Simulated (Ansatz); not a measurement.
# AlCl₂+ (triplet): the correlation ladder, def2-TZVPP

One table from this session's results is given with a row withheld; the runs are named, their logs left out.

The runs use Ansatz 0.2.0, Gaussian basis; def2-TZVPP, core rule «outside noble gas», up to 15 orbitals frozen.

Plan: UHF; ROHF; CCSD(T) on UHF.

2 further runs of the same task are left out: 2 set aside as unsound or not needed.

### The system

The geometry is a PBE0/def2-TZVP stationary point (not a proven minimum) of the parent state, kept for this charge and spin.

3 atoms, charge 1, spin multiplicity 3.

Atoms are counted from 1 here; the program's logs count them from 0.

Bond lengths: Al1–Cl2 2.103 Å, Al1–Cl3 2.103 Å. Angles: Cl2–Al1–Cl3 119.0°.

Coordinates:

```
Al    0.00000   -0.77339    0.00000
Cl    0.00000    0.29429   -1.81134
Cl    0.00000    0.29429    1.81134
```

Set-up of the first run:

Input file in.yaml:

```yaml
crystal:
  periodic: [false, false, false]
  atoms:
    - {symbol: Al, position_ang: [0.000000, -0.773386, 0.000000]}
    - {symbol: Cl, position_ang: [0.000000, 0.294293, -1.811338]}
    - {symbol: Cl, position_ang: [0.000000, 0.294293, 1.811338]}
basis:
  gaussian: {orbitals: def2-TZVPP}
total_charge: 1
magnetization: {spin_polarized: true, initial_magnetization: 2}
hamiltonian: {xc: hf}
output: {orbitals: {seedname: orbitals}}
```

Launch:

```bash
$ ansatz run in.yaml --threads 1 --pin off --events-out ev --progress --plain --max-ram 4096MiB --backend cpu
```

Among the steps run: UHF; ROHF; CCSD(T) on UHF.

One of the session's tables, all rows but one given; the rest of the session is left out.

| method | from UCCSD(T) (meV) |
| --- | --- |
| ROHF | +12278.7 |
| UHF | ? |
| UMP2 | +1718.6 |
| UCCSD | +534.1 |
| UCCSD(T) | 0 |

**Question.** Estimate the row for UHF.

As computed: from UCCSD(T) (meV): +12097.9. In the column «from UCCSD(T) (meV)» it lies between UMP2 (+1718.6) and ROHF (+12278.7).
